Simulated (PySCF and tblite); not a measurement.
Values are calculated unless marked as measured or tabulated.
C₅H₈O, numbered as in [CH2:1]=[CH:2][C:3](=[O:4])[CH2:5][CH3:6].

Search: ETKDG and KDG, MMFF94s, GFN2-xTB, 90 starts; geometries at PBE0-D3(BJ)/def2-SVP. Weights use B3LYP-D3(BJ)/def2-TZVP (IEF-PCM, chloroform) energies plus GFN2-xTB zero-point and thermal terms (modes under about 100 cm⁻¹ blended into free rotors). Symmetry numbers and mirror images are counted. Conformers within 3 kcal/mol (GFN2-xTB free energy) were kept, 8 at most. (PySCF 2.14, tblite 0.8.)

Torsions listed: C1–C2–C3–O4, O4–C3–C5–C6. Of a mirror pair one member is shown.

| conformer | shape | symmetry |
| --- | --- | --- |
| 1 | -176°, -97° | C1 (pair) |
| 2 | 180°, 0° | Cs |
| 3 | 0°, -1° | Cs |

**Question.** Which of these conformers is the most populated at 298.15 K, and with what share?

**Answer.** Conformer 2, about 47 %. The lead over the next is within the error of the method.

**Question.** Give the DFT energies and free energies relative to the lowest, and all weights.

**Answer.** 
```json
{"conformer": "1", "shape": "-176°, -97°", "E(DFT) kcal/mol": "0.75", "G(298.15 K) kcal/mol": "0.65", "weight %": "15.7"}
{"conformer": "2", "shape": "180°, 0°", "E(DFT) kcal/mol": "0.00", "G(298.15 K) kcal/mol": "0.00", "weight %": "47.3"}
{"conformer": "3", "shape": "0°, -1°", "E(DFT) kcal/mol": "0.29", "G(298.15 K) kcal/mol": "0.15", "weight %": "36.9"}
```

**Question.** How does its share change from 180 K to 400 K?

**Answer.** From 57 % to 42 %; the mixing entropy goes from 1.80 to 2.41 cal/(mol K).
